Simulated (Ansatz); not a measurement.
# BHO₂: a ladder of functionals and wavefunction methods

The task here is to estimate one member of a computed series from the others.

Method: functionals in def2-TZVPP, the program's frozen cores in correlated methods; program: Ansatz 0.2.0, Gaussian basis.

Plan: LDA (SPW92), PBE-D4, revPBE-D4, BLYP-D4, r2SCAN-D4, B97M-V, PBE0-D4, B3LYP-D4, r2SCANh-D4, r2SCAN0-D4, HSE06-D4, BHLYP-D4, CAM-B3LYP-D4, LC-ωPBE, ωB97X-V, ωB97M-V, B2PLYP, PBE-QIDH; CCSD(T)/def2-SVP; CCSD(T)/def2-TZVPP; CCSD(T)/def2-QZVPP; extrapolation to the limit; RPA on PBE.

**The relaxed structure**

The geometry comes from an earlier relaxation with PBE0-D4 in a triple-zeta def2 set; it is a stationary point.

SMILES `O=BO`, 4 atoms, charge 0, spin multiplicity 1.

Atoms are counted from 1 here; the program's logs count them from 0.

Bond lengths: O1–B2 1.210 Å, B2–O3 1.322 Å, O3–H4 0.960 Å. Angles: O1–B2–O3 177.5°, B2–O3–H4 117.0°.

Set-up of the first run:

Contents of in.yaml:

```yaml
crystal:
  periodic: [false, false, false]
  atoms:
    - {symbol: O, position_ang: [-1.555103, 0.523537, 0.428537]}
    - {symbol: B, position_ang: [-0.423913, 0.132023, 0.248564]}
    - {symbol: O, position_ang: [0.816729, -0.302029, 0.108558]}
    - {symbol: H, position_ang: [1.162287, -0.353531, -0.785659]}
basis:
  gaussian: {orbitals: def2-TZVPP}
hamiltonian: {xc: lda}
output: {orbitals: {seedname: orbitals}}
```

Launch:

```console
$ ansatz run in.yaml --threads 2 --pin off --events-out ev --progress --plain --max-ram 32768MiB --backend cpu
```

Steps of the session up to this table: LDA; PBE-D4 (GGA); revPBE-D4 (GGA); BLYP-D4 (GGA); r2SCAN-D4 (meta-GGA); B97M-V (meta-GGA); PBE0-D4 (hybrid); B3LYP-D4 (hybrid); r2SCANh-D4 (hybrid); r2SCAN0-D4 (hybrid); HSE06-D4 (hybrid); BHLYP-D4 (hybrid); CAM-B3LYP-D4 (range-separated); LC-ωPBE (range-separated); ωB97X-V (range-separated); ωB97M-V (range-separated); B2PLYP (double hybrid); PBE-QIDH (double hybrid).

One of the session's tables, all rows but one given; the rest of the session is left out.

It belongs to the step «Frontier levels by functional». 

| functional | HOMO (eV) | gap (eV) |
| --- | --- | --- |
| LDA (SPW92) | -8.00 | 6.57 |
| PBE-D4 | -7.77 | 6.46 |
| revPBE-D4 | -7.69 | 6.42 |
| BLYP-D4 | -7.67 | 6.27 |
| r2SCAN-D4 | -8.10 | 7.45 |
| B97M-V | -8.10 | 7.07 |
| PBE0-D4 | -9.39 | 8.91 |
| B3LYP-D4 | -9.12 | 8.24 |
| r2SCANh-D4 | -8.71 | 8.31 |
| r2SCAN0-D4 | -9.62 | 9.58 |
| HSE06-D4 | ? | ? |
| BHLYP-D4 | -10.92 | 11.00 |
| CAM-B3LYP-D4 | -10.89 | 11.13 |
| LC-ωPBE | -12.29 | 13.88 |
| ωB97X-V | -11.88 | 13.28 |
| ωB97M-V | -11.81 | 12.75 |

Estimate the missing values for HSE06-D4.

**Answer.** HOMO (eV): -8.98; gap (eV): 8.14. In the column «HOMO (eV)» it lies between B3LYP-D4 (-9.12) and r2SCANh-D4 (-8.71).
